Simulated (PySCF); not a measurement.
## Oxygen: a sound run and one with changed settings

Sound run: O [He] 2s2 2p4, O⁺ [He] 2s2 2p3. Calculation: PySCF 2.14, in cc-pVDZ; no relativity, point nucleus. In the sound run the correlated levels freeze 1s2. The sound run starts from symmetry-adapted Hartree-Fock orbitals and uses a fine grid where one is needed.

Changed run: basis STO-3G. This setting is unsound on purpose.

| species | method | sound run (hartree) | changed run (hartree) | converged |
| --- | --- | --- | --- | --- |
| O | UHF | -74.79217 | -73.80415 | yes |
| O | M06-2X | -75.04197 | -74.04134 | yes |
| O | PBE0 | -74.99304 | -73.97642 | yes |
| O | MP2 | -74.89413 | -73.80415 | yes |
| O⁺ | UHF | -74.35247 | -73.44358 | yes |
| O⁺ | M06-2X | -74.54514 | -73.62634 | yes |
| O⁺ | PBE0 | -74.49078 | -73.55716 | yes |
| O⁺ | MP2 | -74.42235 | -73.44358 | yes |

Ionisation energy of O:

| method | sound run (eV) | changed run (eV) |
| --- | --- | --- |
| UHF | 11.965 | 9.812 |
| M06-2X | 13.519 | 11.293 |
| PBE0 | 13.667 | 11.409 |
| MP2 | 12.838 | 9.812 |
| SCS-MP2 | 12.859 | 9.812 |

A minimal basis cannot let orbitals breathe on ionisation and holds almost no correlation.

For comparison, NIST gives 13.618 eV between the lowest levels.
